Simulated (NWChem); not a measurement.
Ionisation of Be

```
Be
```
Charge 0, spin multiplicity 1.

All runs are NWChem calculations.

Basis set: def2-TZVP. −ε marks an orbital energy of the parent.

B3LYP has NWChem's definition, with VWN1-RPA local correlation.

Problem. Order these methods by the first vertical ionisation energy they give, lowest first: −ε(HOMO) of HF, −ε(HOMO) of B3LYP, −ε(HOMO) of PBE, −ε(HOMO) of BHandHLYP, −ε(HOMO) of LC-wPBE (omega 0.3 per bohr), G0W0@CAM-B3LYP.

Solution. −ε(HOMO) of PBE (5.61 eV), −ε(HOMO) of B3LYP (6.32 eV), −ε(HOMO) of BHandHLYP (7.23 eV), −ε(HOMO) of HF (8.41 eV), −ε(HOMO) of LC-wPBE (omega 0.3 per bohr) (8.66 eV), G0W0@CAM-B3LYP (8.94 eV)
